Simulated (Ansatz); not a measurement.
Geometry optimisation, Ansatz 0.2.0, RKS B3LYP/def2-SVP.

input.yaml

```yaml
crystal:
  periodic: [false, false, false]
  atoms:
    - { symbol: B, position_ang: [0.0, 0.0, 0.0] }
    - { symbol: H, position_ang: [0.0, 0.0, 1.54] }
    - { symbol: H, position_ang: [1.0305, 0.0, -0.595] }
    - { symbol: "N", position_ang: [-1.3423, 0.0, -0.775] }
    - { symbol: H, position_ang: [-2.0112, -0.8164, -0.6764] }
    - { symbol: H, position_ang: [-1.5914, 0.8164, -1.4036] }
    - { symbol: "N", position_ang: [-0.2314, 1.7403, 0.5833] }
    - { symbol: H, position_ang: [-1.1621, 2.2275, 0.4417] }
    - { symbol: H, position_ang: [0.5667, 2.2503, 1.0593] }
    - { symbol: H, position_ang: [-0.1183, 0.89, 1.5631] }
basis:
  gaussian: { orbitals: def2-SVP }
hamiltonian:
  xc: b3lyp
relax:
  f_tol: 0.15
  max_steps: 25
  restrain:
    - { distance: [0, 6], at: 2.75, k: 30.0 }
    - { distance: [9, 1], at: 1.86, k: 30.0 }
    - { distance: [0, 1], at: 1.19, k: 30.0 }
    - { distance: [9, 6], at: 1.06, k: 30.0 }
output:
  orbitals: {}
```

Command:

```bash
$ ansatz run input.yaml --threads 1 --pin off --max-ram 2048MiB --backend cpu --events-out ev --progress --plain --runs-dir out
```

**Question.** Where does it end, and by what steps?

**Answer.** The forces met the threshold. The restraints hold the end off the free minimum. After 10 steps the energy has fallen by 3.930 eV (the restraints' own energy left out); H6 moved furthest, 0.91 Å. Joined: B1–H2 (1.54 → 1.20 Å).

| step | energy less start (eV) | largest force component (eV/Å) | accepted |
| --- | --- | --- | --- |
| 0 | 0.0000 | 4.241 | yes |
| 1 | -0.9439 | 3.549 | yes |
| 2 | -1.5775 | 3.685 | yes |
| 3 | -2.1709 | 3.364 | yes |
| 4 | -2.9330 | 2.013 | yes |
| 5 | -3.4092 | 1.478 | yes |
| 6 | -3.5996 | 1.971 | yes |
| 7 | -3.9079 | 1.073 | yes |
| 8 | -3.9114 | 0.893 | yes |
| 9 | -3.9149 | 0.942 | yes |
| 10 | -3.9302 | 0.835 | yes |

```xyz
10
Properties=species:S:1:pos:R:3
B -0.112 -0.121 -0.075
H -0.136 -0.493 1.062
H 0.916 0.242 -0.591
N -1.270 -0.208 -0.847
H -2.157 -0.544 -0.488
H -1.307 0.057 -1.824
N -0.220 2.244 1.341
H -1.003 2.301 0.691
H 0.627 2.363 0.784
H -0.198 1.267 1.685
```

The run took 23 s on 1 thread of Arm Neoverse V2, with other jobs on the host, peak memory 0.14 GiB.
